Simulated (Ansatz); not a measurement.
## SiH (SMILES [SiH]): methods side by side

The species is SiH (2 atoms), meant as a doublet with charge 0. As SMILES, `[SiH]`. The coordinates come from a PBE0-D4/def2-TZVP relaxation.

```xyz
2

Si    0.0000    0.0000   -0.0076
H     0.0000    0.0000    1.5241
```

Quantity: the energy change with the Si1–H2 bond stretched from 1.532 to 1.915 Å, in eV. The values are calculated.

```csv
level,kind,program,value (eV)
USVWN5/6-311G**,LDA,Ansatz,0.54
UBLYP/6-311G**,GGA,Ansatz,0.54
UPBE0/6-311G**,global hybrid,Ansatz,0.63
UHSE06/6-311G**,range-separated hybrid,Ansatz,0.63
UB2PLYP/6-311G**,double hybrid,Ansatz,0.67
RPA@PBE/6-311G**,RPA,Ansatz,0.66
UMP2/6-311G**,perturbation theory,Ansatz,0.74
UCCSDT(Q)/6-311G**,coupled cluster or CI,Ansatz,0.66
FCI/3-21G,exact in the basis,Ansatz,0.40
```

The first shape isn't each level's own minimum. The values span 0.40 to 0.74 eV. High-level rows in very small sets aren't better than simpler rows in larger ones.
